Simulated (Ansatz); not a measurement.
Process, species as SMILES: [S]C (CH3-S) → C atom + 3 H atom + S atom
B3LYP-D3(BJ)/def2-TZVP geometries, fixed; electronic energies without zero-point terms.

Core correlation in the atomisation energy at CCSD(T) with Ansatz (a quantum-chemistry and plane-wave program), in kcal/mol: frozen core against 1s of Al to Cl frozen alone. Core-valence sets carry the plain set on hydrogen. Open shells are unrestricted.

| basis | functions, most | frozen core | 1s of Al to Cl frozen alone | core term (second minus first) |
|---|---|---|---|---|
| cc-pV(D+d)Z | 52 | 352.71 | 354.00 | 1.29 |
| cc-pCVDZ | 60 | 352.02 | 353.12 | 1.10 |
| cc-pV(T+d)Z | 111 | 372.27 | 378.02 | 5.75 |
| cc-pwCVTZ | 144 | 372.56 | 373.91 | 1.35 |
| cc-pCVTZ | 144 | 372.22 | 373.48 | 1.26 |
| cc-pV(Q+d)Z | 209 | 378.07 | 381.06 | 2.98 |

The largest core-valence set, cc-pCVTZ, gives a core term of 1.26 kcal/mol; the valence set cc-pV(Q+d)Z, which lacks functions for the core, gives 2.98.
